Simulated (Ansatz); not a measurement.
**How far each method lies from UCCSDT(Q) for Ge–PH$_{2}$⁺, triplet**

Geometry: that of the Ge–PH2, quartet, kept fixed.

```xyz
4

Ge    0.0000    0.0000    0.8205
P     0.0000    0.0000   -1.7495
H     0.0000    1.0658   -2.6836
H     0.0000   -1.0658   -2.6836
```

Basis cc-pVDZ; Ansatz 0.2.0. Only valence electrons are correlated (noble-gas cores and the filled d shells of p-block atoms frozen), which leaves 10 electrons in 36 orbitals. R marks a restricted (for open shells ROHF) determinant, U an unrestricted one. Active spaces: valence = (10e, 10o) chosen from the atoms' valence shells. No spin–orbit coupling is included, and no scalar relativity.

Full CI isn't at hand for all of this; UCCSDT(Q) serves as the reference, and is uncertain by about the last step of the cluster series. The frozen core follows each run's orbitals, which can shift R against U totals by a few meV for light atoms and by up to 0.1 eV past Ca.

* UHF ⟨S²⟩: 2.035
* T1 diagnostic (RCCSD): 0.0204
* largest doubles amplitude (RCCSD): 0.068
* T1 diagnostic (UCCSD): 0.0189

Problem. From what is known of these methods and the diagnostics, rank them by the size of their error in total energy against UCCSDT(Q) in cc-pVDZ, smallest first (an estimate: the text doesn't fix the numbers).
A. UCCSDT
B. UMP2
C. UCCSD
D. UHF
E. UCCSD(T)

Solution. A (0.7 kJ/mol), E (4.0 kJ/mol), C (17.7 kJ/mol), B (120.5 kJ/mol), D (507.9 kJ/mol).

All errors are against UCCSDT(Q) in cc-pVDZ. Within each family the higher level lies nearer, as is usual though not guaranteed.

Natural occupations of CASSCF (valence space) about the gap: 1.985 1.976 1.970 1.937 0.999 0.999 0.042 0.041 0.029 0.021; effectively unpaired electrons, Σ n²(2−n)², 2.04.
